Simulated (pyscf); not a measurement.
**Hydrogen abstraction: `[CH3][SiH2][Cl]` + `[CH3]` [doublet] -> `[CH2][SiH2][Cl]` [doublet] + `[CH4]`**

Gas phase, doublet surface, charge 0. Bonds broken: C1–H4. Bonds formed: H4–C9. PySCF, gas phase, ωB97X-D3(BJ)/def2-SVP geometries.

Transition state (Å):

```xyz
12

C     -0.5258    -1.2442     0.1892
Si     1.0596    -0.6090     0.9071
Cl     1.6447     1.0543    -0.1942
H     -1.3429    -0.1981     0.1717
H     -0.4740    -1.5502    -0.8655
H     -1.0566    -1.9910     0.7980
H      2.1797    -1.5881     0.8440
H      0.8652    -0.1721     2.3163
C     -2.1506     0.8975     0.1302
H     -2.6063     0.9515     1.1267
H     -2.8661     0.6948    -0.6759
H     -1.4509     1.7134    -0.0872
```

One imaginary mode, 1798i cm⁻¹; descent along it reached the two sides named.

```
bond   change  reactant side (Å)  saddle  product side
-----  ------  -----------------  ------  ------------
C1–H4  breaks              1.101   1.328           3.6
H4–C9   forms                2.9   1.362         1.100
```

Electronic energies relative to the separated reactants (kcal/mol):

```
level                   barrier  reaction energy  reverse barrier
----------------------  -------  ---------------  ---------------
ωB97X-D3(BJ)/def2-TZVP     12.6             -3.9             16.5
PBE/def2-TZVP               7.9             -4.4             12.2
r²SCAN/def2-TZVP           11.0             -3.6             14.5
B3LYP-D3(BJ)/def2-TZVP     10.8             -4.2             15.0
PBE0-D3(BJ)/def2-TZVP      10.2             -3.7             13.9
M06-2X/def2-TZVP           13.5             -4.0             17.5
ωB97M-D3(BJ)/def2-TZVP     13.9             -3.7             17.5
HF/def2-TZVP               29.2             -3.7             32.9
```

With ωB97M-D3(BJ)/def2-TZVP energies and thermal terms (ideal gas, 1 atm, RRHO with modes under 100 cm⁻¹ raised to 100, one conformer, R ln 2 for chiral ones without a mode under 150 cm⁻¹), in kcal/mol:

| T (K) | ΔH‡ | ΔG‡ | ΔH | ΔG |
|---|---|---|---|---|
| 298 | 12.4 | 22.0 | -2.7 | -2.8 |
| 600 | 12.8 | 31.5 | -3.0 | -2.7 |
| 900 | 13.5 | 40.8 | -3.2 | -2.5 |
| 1200 | 14.4 | 49.7 | -3.3 | -2.3 |

The same reactants have a lower exit, to H₃C–SiH•–Cl + CH₄ (barrier +8.0 kcal/mol at ωB97M-D3(BJ)/def2-TZVP, against +13.9 kcal/mol here). •H₂C–SiH₂–Cl lies 11.1 kcal/mol over its isomer H₃C–SiH•–Cl (electronic energy, ωB97M-D3(BJ)/def2-TZVP). One saddle was located; it need not be the lowest between these sides. The angle at the transferred H is 178°.
